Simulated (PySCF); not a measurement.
Level of theory: PBE-D3(BJ)/def2-TZVP // B3LYP-D3(BJ)/def2-SVP in PySCF 2.14.0. All species are isolated molecules in the gas phase. 

Reference species (SMILES): `N` (neutral, multiplicity 1).

```json
{
 "dipole_moment": "1.75 D",
 "HOMO": "-6.07 eV"
}
```

Changed species: `CN(C)C` (free base N(CH3)3; the reference has free base NH3).

Problem. Give the shifts of the dipole moment and HOMO.

Solution. the dipole moment falls by 1.41 D, to 0.34 D; the HOMO increases by 1.33 eV, to -4.74 eV.
